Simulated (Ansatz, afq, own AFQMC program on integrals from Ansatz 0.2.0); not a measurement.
Integrals from Ansatz 0.2.0, then the random walk in our own AFQMC program (afq).

```yaml
crystal:
  periodic: [false, false, false]
  atoms:
    - {symbol: C, position_ang: [0.000002, -0.349884, 1.313129]}
    - {symbol: Al, position_ang: [0.000046, -0.060167, -0.613775]}
    - {symbol: S, position_ang: [0.000007, -0.156036, -2.627785]}
    - {symbol: H, position_ang: [-0.000055, 0.566088, 1.928432]}
basis:
  gaussian: {orbitals: cc-pVDZ}
magnetization: {spin_polarized: false}
correlation: {method: ccsd_t, electrons: outside_noble_gas, hamiltonian_folder: ham}
```

```sh
$ ansatz run in.yaml --threads 1 --pin off --events-out ev --progress --plain --max-ram 1843MiB
```

Options of the walk:

```
--method phaseless --trial hf --walkers 120 --populations 1 --least-time 40 --time-step 0.005 --steps-per-block 20 --equilibration-blocks 112 --max-blocks 600 --target-error 0.00135 --factor-cut 1e-05 --seed 1654 --taylor-order 6
```

Times are imaginary, in 1/Eh. The walk had a cap of 997 s.

Log:

```
orbitals 44  electrons 7 7  factors 336 of 551
reference energy -677.78206511 Eh
CCSD correlation -0.31898128 Eh in 18 cycles, weight of the determinant in the CISD state 0.7966
energy of the start -677.782065 Eh
 block  time / (1/Eh)  mean weight  energy / Eh
     1     0.100  1.0001  -677.845061
     2     0.200  1.0026  -677.893232
     3     0.300  1.0025  -677.925400
     4     0.400  1.0017  -677.946065
     5     0.500  1.0012  -677.962137
     7     0.700  1.0009  -677.997917
     9     0.900  1.0022  -678.020438
    18     1.800  1.0008  -678.084307
    52     5.200  0.9986  -678.087777
    86     8.600  1.0008  -678.136809
   120    12.000  1.0006  -678.129985
   154    15.400  1.0000  -678.123935
   188    18.800  0.9995  -678.134006
   222    22.200  1.0014  -678.164478
   256    25.600  0.9995  -678.222703
   290    29.000  1.0003  -678.164178
   324    32.400  0.9997  -678.133964
   358    35.800  0.9999  -678.099328
   392    39.200  0.9925  -678.123948
   409    40.900  0.9995  -678.079700
   426    42.600  1.0014  -678.116438
   460    46.000  1.0006  -678.208732
   494    49.400  0.9984  -678.126567
   528    52.800  0.9993  -678.115034
   562    56.200  0.9998  -678.096827
   596    59.600  1.0008  -678.113922
   630    63.000  0.9986  -678.108474
   664    66.400  1.0015  -678.152996
   698    69.800  1.0006  -678.166538
blocks merged  error / Eh  count
     1  0.001192  600
     2  0.001518  300
     4  0.001972  150
     8  0.002357  75
    16  0.002743  37
    32  0.003051  18
    64  0.002408  9
energy -678.134058 +/- 0.003051 Eh
(rows thinned)
```

The run passed its tests (sampling time, drift between the halves within three errors, error under three times the target), which doesn't prove that it has relaxed.

Against this walk (error 83.0 meV) on the same determinant: CCSD(T) 509.0 meV higher, CCSDT(Q) 359.3 meV higher, a separate phaseless walk with a CISD trial and standard settings 395.5 ± 90.7 meV higher. The error is statistical and leaves out the bias of the constraint. None of these is a sure reference here.

Cautions: constraint bias not in the error; error above the target (83.0 against 36.7 meV); higher spins were not checked; restricted determinant unstable towards unrestricted (UHF 879 meV lower, ⟨S²⟩ 0.93); strong correlation (T1 0.038, weight of the determinant 0.80, largest double 0.08); CCSDT(Q) on the UHF determinant differs (689 meV lower), perhaps since the unrestricted series falls towards higher spin; the bias of populations of 120 walkers isn't removed.

The walk took 3.6 min on 1 thread of Arm Neoverse V2, on a shared host. The log's last line is the phaseless energy.

CCSDT and higher add their correlation energy to the determinant of the CCSD(T) run, since their own runs factorise the integrals more tightly (a shift of under 2 meV).
